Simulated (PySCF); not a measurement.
**Two-dimensional NMR puzzle**

Compound of formula C6H10. Correlations simulated from computed shifts and the bond graph:

HSQC (one-bond C–H):
```tsv
δH	δC
1.53	74.2
1.30	32.9
```

HMBC (two and three bonds, from the bond graph):
```tsv
δH	δC
1.53	97.7, 27.6
1.30	97.7, 32.9, 27.6
```

Carbons without hydrogens: δ 97.7, 27.6.

- coordinates at the GFN2-xTB level
- GIAO PBE0/pcSseg-1 shieldings
- run in PySCF 2.14.0 with density-fitted response routines
- one computed conformer, fast rotation and ring inversion assumed for equivalent nuclei, gas phase, non-relativistic Hamiltonian

References, each an isolated molecule treated in the same way: $^{1}$H (31.72 ppm) and $^{13}$C (186.93 ppm) against TMS.

Exchangeable hydrogens are left out of these lists.

Task: Work out the connectivity.

Result: SMILES C#CC(C)(C)C.

Mapped SMILES: `[CH:1]#[C:2][C:3]([CH3:4])([CH3:5])[CH3:6]`; H(Xn) means a hydrogen on atom n.

1. δC 97.7 is C2, an alkyne carbon.
2. δC 74.2 is C1, a terminal alkyne carbon (δH 1.53).
3. δC 32.9 is C4/C5/C6, a methyl carbon (δH 1.30).
4. δC 27.6 is C3, a propargylic quaternary sp3 carbon.
5. HMBC from δH 1.53 reaches the proton-free carbons C2, C3.
6. HMBC from δH 1.30 reaches the proton-free carbons C2, C3.

This is the structure that produced the data.

Shifts are as computed. Against solution values, carbons near 30 ppm lie about +3 ppm off and those near 130 ppm about +5 ppm. Of 1211 compounds with measured shifts, 218 miss one by over three times the rms of a fit or turn the order of signals round; such compounds aren't used in these exercises.
